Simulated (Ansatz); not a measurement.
**CH2AlN (AlH2(CN)): methods side by side**

CH2AlN: 5 atoms, total charge 0, spin state singlet. As SMILES, `[H][Al]([H])[C]#N`. The shape comes from GFN2-xTB, which is rough for such elements, and wasn't checked as a minimum.

```xyz
5

Al    0.3533    0.6161    0.0079
H     1.8976    0.6184    0.0587
H    -0.4102    1.9598   -0.0238
C    -0.6347   -1.0958   -0.0147
N    -1.2059   -2.0985   -0.0281
```

Each level gives the energy change with the C4–N5 bond stretched from 1.154 to 2.308 Å (eV). The values are calculated.

```tsv
level	kind	program	value (eV)	less FCI/STO-3G	CPU time (all runs)
SVWN5/STO-3G (restricted)	LDA	Ansatz	12.24	+4.15	2.4 s
revPBE/STO-3G (restricted)	GGA	Ansatz	11.54	+3.45	4.4 s
r2SCAN/STO-3G (restricted)	meta-GGA	Ansatz	12.74	+4.65	7 s
r2SCAN0/STO-3G (restricted)	hybrid meta-GGA	Ansatz	14.16	+6.07	6.4 s
wB97X/STO-3G (restricted)	range-separated hybrid	Ansatz	14.39	+6.30	13 s
B2PLYP/STO-3G (restricted)	double hybrid	Ansatz	13.80	+5.71	5.2 s
RPA@PBE/STO-3G (restricted)	RPA	Ansatz	10.27	+2.18	6.5 s
CCSD(T)/STO-3G (unrestricted)	coupled cluster or CI	Ansatz	8.15	+0.06	1.1 s
FCI/STO-3G	exact in the basis	Ansatz	8.09	0.00	3 min
```

FCI/STO-3G is exact within its basis and frozen core, so for wave-function methods in that basis the difference is their error; functionals converge differently with the basis, so for them it is only a difference. The first shape isn't each level's own minimum. The values span 8.09 to 14.39 eV. Spin contamination of the reference (⟨S²⟩ at least 0.1 too high) touches CCSD(T)/STO-3G. All rows use very small basis sets, so even the best lies far from the true value. Times are those of the runs behind each value, whatever else they computed, on shared processors of several kinds: orders of magnitude only.
